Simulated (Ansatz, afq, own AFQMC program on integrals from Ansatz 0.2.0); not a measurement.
Two steps: Ansatz 0.2.0 writes the Fock matrix and Cholesky factors of the valence space, and afq projects on them the lowest state that overlaps trial and start.

```yaml
crystal:
  periodic: [false, false, false]
  atoms:
    - {symbol: N, position_ang: [0.000000, 0.000000, 0.548062]}
    - {symbol: C, position_ang: [0.000000, 0.000000, -0.817088]}
    - {symbol: H, position_ang: [0.000000, 0.863263, 1.060214]}
    - {symbol: H, position_ang: [0.000000, -0.863263, 1.060214]}
basis:
  gaussian: {orbitals: cc-pVDZ}
total_charge: 1
magnetization: {spin_polarized: true, initial_magnetization: 4}
correlation: {method: ccsd_t, electrons: outside_noble_gas, hamiltonian_folder: ham}
```

```sh
$ ansatz run in.yaml --threads 1 --pin off --events-out ev --progress --plain --max-ram 16896MiB --backend cuda --devices 0, --max-vram 18GiB
```

Options of the walk:

```
--method phaseless --trial hf --walkers 4000 --populations 20 --least-time 40 --time-step 0.005 --steps-per-block 20 --equilibration-blocks 112 --max-blocks 4000 --target-error 0.0009500 --factor-cut 1e-05 --start spin_pure --seed 4212 --taylor-order 6
```

Times are imaginary, in 1/Eh. The walk had a cap of 49 s. With eight or more populations the least sampling time is a fifth of least-time, and the error comes from their spread.

```
orbitals 36  electrons 7 3  factors 279 of 355
reference energy -92.95000586 Eh
CCSD correlation -0.19672136 Eh in 9 cycles, weight of the determinant in the CISD state 0.9334
energy of the start -92.950171 Eh
 block  time / (1/Eh)  mean weight  energy / Eh
     1     0.100  1.0010  -93.005617
     2     0.200  1.0013  -93.042308
     3     0.300  1.0014  -93.068526
     4     0.400  1.0016  -93.086309
     5     0.500  1.0012  -93.099690
     7     0.700  1.0009  -93.123470
     9     0.900  1.0007  -93.132910
    13     1.300  0.9999  -93.138939
    21     2.100  1.0000  -93.152859
    29     2.900  1.0002  -93.150584
    37     3.700  1.0003  -93.151604
    45     4.500  0.9998  -93.150333
    53     5.300  1.0003  -93.152147
    61     6.100  0.9998  -93.152386
    69     6.900  0.9997  -93.152861
    77     7.700  0.9996  -93.150260
    85     8.500  1.0002  -93.147555
    93     9.300  0.9999  -93.152316
   101    10.100  0.9998  -93.150302
   105    10.500  1.0002  -93.146029
   109    10.900  0.9999  -93.153275
   117    11.700  1.0001  -93.154013
   125    12.500  0.9997  -93.146854
   133    13.300  1.0003  -93.151184
   141    14.100  0.9998  -93.152605
   149    14.900  1.0004  -93.157199
   157    15.700  0.9999  -93.152910
   165    16.500  1.0003  -93.149503
   173    17.300  1.0002  -93.149044
   181    18.100  0.9998  -93.154453
   189    18.900  0.9999  -93.151218
error from the spread of 20 populations
energy -93.151791 +/- 0.000735 Eh
(rows thinned)
```

Estimate how long the walk took on 1 × NVIDIA H100 80GB HBM3 with 2 threads of AMD EPYC 7R13 Processor (Zen 3), on a shared host (the card was shared).

20 s of wall time.

The run passed its tests (sampling time, drift between the halves within three errors, error under three times the target), which doesn't prove that it has relaxed.

Against this walk (error 20.0 meV) on the same determinant: CCSD(T) 41.9 meV higher, CCSDT(Q) 22.4 meV higher (within the noise), a separate phaseless walk with a CISD trial and standard settings 24.0 ± 20.1 meV higher (within the noise). The error is statistical and leaves out the bias of the constraint.

Cautions: constraint bias not in the error; another spin lies lower (by 4.03 eV).

CCSDT and higher add their correlation energy to the determinant of the CCSD(T) run, since their own runs factorise the integrals more tightly (a shift of under 2 meV). A walk keeps the symmetry of its determinant, which the program's search chose and which needn't be the lowest solution, so a lower state of the same spin and another symmetry isn't excluded.
